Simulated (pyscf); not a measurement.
Structures and frequencies: ωB97X-D3(BJ)/def2-SVP in PySCF.

**Question.** For the elementary gas-phase step `[Cl][Sn]([Cl])([Cl])[Cl]` + `[SH2]` -> `[ClH]` + `[SH][Sn]([Cl])([Cl])[Cl]` (singlet surface; Cl–Sn, H–S broken, Cl–H, S–Sn formed), what barrier and reaction energy does ωB97M-D3(BJ)/def2-TZVP give, measured from the separated reactants?

**Answer.** ΔE‡ = 88.4 kJ/mol, ΔE = +18.8 kJ/mol. Zero-point energy shifts the barrier by -1.5 kJ/mol. It is a four-centre exchange, with an imaginary mode of 831i cm⁻¹. On the reactant side the descent ends in an adduct with a S–Sn contact, 27.5 kJ/mol under the separated species and 96.3 kJ/mol under the saddle at ωB97X-D3(BJ)/def2-TZVP. On the product side the descent ends in a complex (not fully relaxed), 19.9 kJ/mol under the separated species and 73.8 kJ/mol under the saddle at ωB97X-D3(BJ)/def2-TZVP. What is counted as formed (S–Sn) is already present as a longer contact in the reactant adduct; forming that adduct is a step of its own. At ωB97X-D3(BJ) the barrier from the zero used here is 68.8 kJ/mol. One saddle was located; it need not be the lowest between these sides. Elements past Kr carry the def2 core potentials, without spin-orbit coupling.
